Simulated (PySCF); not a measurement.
A species of formula C5H9N has this rotational fingerprint, computed with B3LYP/def2-SVPD in PySCF (dipole) on a GFN2-xTB geometry, gas phase:

* Rotational constants: A = 4661, B = 4197, C = 2580 MHz
* Dipole components: |μa| = 0.24 D, |μb| = 0.83 D, |μc| = 0.51 D
* Inertial defect: -32.97 u·Å²
* κ: 0.55

Task: Which structure is it? (One computed conformer of each.)
A. `[CH3:1][C@@H:2]1[CH:3]=[CH:4][C@@H:5]1[NH2:6]` with C4–C5–N6–H -44° and 75°
B. `[CH3:1][CH2:2][C@@H:3]([CH3:4])[C:5]#[N:6]` with C1–C2–C3–C4 174°
C. `[CH2:1]=[CH:2][CH2:3]/[N:4]=[CH:5]\[CH3:6]` with C1–C2–C3–N4 -140°, C2–C3–N4–C5 155°
D. `[CH3:1][N:2]1[CH:3]=[CH:4][CH2:5][CH2:6]1` with C1–N2–C3–C4 150°, C3–C4–C5–C6 -9°, C4–C5–C6–N2 16°, C1–N2–C6–C5 -157°
E. `[CH:1]#[C:2][C:3]([CH3:4])([CH3:5])[NH2:6]` with C2–C3–N6–H -60° and 60°

Result: A. It is C[C@@H]1C=C[C@@H]1N, an asymmetric top, point group C1. The candidates at the same level (rigid rotor, commonest isotopes):

| SMILES | A (MHz) | B (MHz) | C (MHz) | μa (D) | μb (D) | μc (D) | Δ (u·Å²) | point group | rotor |
| --- | --- | --- | --- | --- | --- | --- | --- | --- | --- |
| C[C@@H]1C=C[C@@H]1N | 4661 | 4197 | 2580 | 0.24 | 0.83 | 0.51 | -32.97 | C1 | asymmetric top |
| CC[C@@H](C)C#N | 4187 | 3163 | 1960 | 2.29 | 3.29 | 0.65 | -22.58 | C1 | asymmetric top |
| C#CC(C)(C)N | 4695 | 2780 | 2734 | 0.52 | 0.00 | 0.08 | -104.59 | Cs | near-prolate asymmetric top |
| CN1C=CCC1 | 7423 | 3389 | 2472 | 0.66 | 0.40 | 0.29 | -12.74 | C1 | asymmetric top |
| C=CC/N=C\C | 10762 | 1675 | 1536 | 1.29 | 1.61 | 0.36 | -19.63 | C1 | near-prolate asymmetric top |

`C#CC(C)(C)N` has B 34 % too low; `CC[C@@H](C)C#N` has B 25 % too low; `C=CC/N=C\C` has A 131 % too high; `CN1C=CCC1` has A 59 % too high. No structure here is proved a minimum.
